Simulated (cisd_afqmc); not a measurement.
Input (AFQMC/CISD/aug-cc-pVDZ; cisd_afqmc is a phaseless AFQMC code with CISD trial states that reads the integrals written by Ansatz):

Ansatz 0.2 input:
```python
import cisd_afqmc

open("ham.yaml", "w").write("""\
crystal:
  periodic: [false, false, false]
  atoms:
    - {symbol: C, position_ang: [-0.00000000, -0.00000000, -0.51434199]}
    - {symbol: O, position_ang: [0.00000000, 0.00000000, 0.58709802]}
    - {symbol: H, position_ang: [-0.00000000, -0.00000000, -1.61073223]}
basis:
  gaussian:
    orbitals: aug-cc-pVDZ
total_charge: 1
magnetization: {spin_polarized: false}
correlation: {method: ccsd, electrons: outside_noble_gas, hamiltonian_folder: ham}
""")
rep = cisd_afqmc.ansatz("ham.yaml")
e_ccsd = rep["correlation"]["coupled_cluster"]["energy"]["hartree"]
out = cisd_afqmc.run("ham", e_ccsd, trial="CISD", walkers=100, populations=8, threads=8, dt=0.005, steps=40, early=24, settle=10, least=32,
    cut=5e-5, rank_cut=2e-4, target=0.0004, seconds=1500, seed=1, memory=17280, gpu=False)
```

Output:

```
orbitals 53, occupied [5], factors 294 of 542, rank of the doubles 101 of 240
E(HF) = -112.982601
E(CCSD) on the cut factors = -113.294376, shift to the whole factors -0.000007
Energy of the trial state on the determinant = -113.294428
  tau behind 7.2 of longer steps, mean of the populations' last blocks
   2.0  -113.30950
   4.0  -113.30709
   6.0  -113.30714
   8.0  -113.30840
  10.0  -113.30765
  12.0  -113.30931
  14.0  -113.30921
  16.0  -113.30598
  18.0  -113.30771
  20.0  -113.30640
blocks 794 (3 outliers left out), error by blocks joined: 1: 0.00025, 2: 0.00030, 4: 0.00035, 8: 0.00040, 16: 0.00037
E(AFQMC/CISD) = -113.30754 +/- 0.00040
```
